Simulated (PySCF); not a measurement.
Bond length, frequency and bond energy of NaC by level of theory

State: ⁴Σ⁻ (quartet), unpaired electrons σ ↑, π ↑↑. Set-up: PySCF, spin-free X2C with a Gaussian nucleus, basis sets Na x2c-TZVPPall, C x2c-TZVPPall. De refers to Na + C in their high-spin ground configurations, without counterpoise correction. The functionals are run spin-unrestricted. A positive dipole means Na(−)C(+).

| Level | Re (Å) | ωe (cm⁻¹) | De (eV) | μ (D) | CPU s a point (SCF and correlation, without the integrals) |
| --- | --- | --- | --- | --- | --- |
| UHF | 2.236 | 455 | 1.30 | -8.46 | 0.35 |
| UHF-MP2 | 2.217 | 448 | 1.97 | n/a | 0.55 |
| UHF-SCS-MP2 | 2.217 | 450 | 1.72 | n/a | n/a |
| UHF-CCSD | 2.220 | 445 | 1.85 | n/a | n/a |
| UHF-CCSD(T) | 2.221 | 442 | 1.90 | n/a | 13 |
| PBE | 2.247 | 411 | 2.14 | -6.86 | 0.74 |
| r²SCAN | 2.238 | 432 | 2.20 | -7.53 | 1 |
| M06-L | 2.231 | 439 | 2.55 | -8.28 | 1.1 |
| TPSSh | 2.240 | 425 | 2.11 | -7.42 | 1.2 |
| PBE0 | 2.228 | 434 | 2.02 | -7.50 | 1.4 |
| B97-3 | 2.231 | 439 | 1.98 | -7.97 | 0.7 |
| BHandHLYP | 2.214 | 448 | 1.70 | -7.78 | 0.71 |
| LC-ωPBE | 2.215 | 450 | 2.10 | -8.06 | 1.1 |

The bond length runs from 2.214 Å (BHandHLYP) to 2.247 Å (PBE). De spans 1.30 eV (UHF, mean field) to 2.55 eV (M06-L, meta-GGA). Correlation at CCSD(T) changes the Hartree–Fock bond energy by +0.60 eV; the triples alone change it by +0.05 eV.

Correlated steps freeze 2 core orbitals. The state was picked by a PBE0 search and need not be the measured ground state.

The whole job (state search and all levels along the bond) took about 4.3 min on 1 thread of Intel Xeon Platinum 8259CL @ 2.50GHz (shared host), peak memory 1.2 GiB.
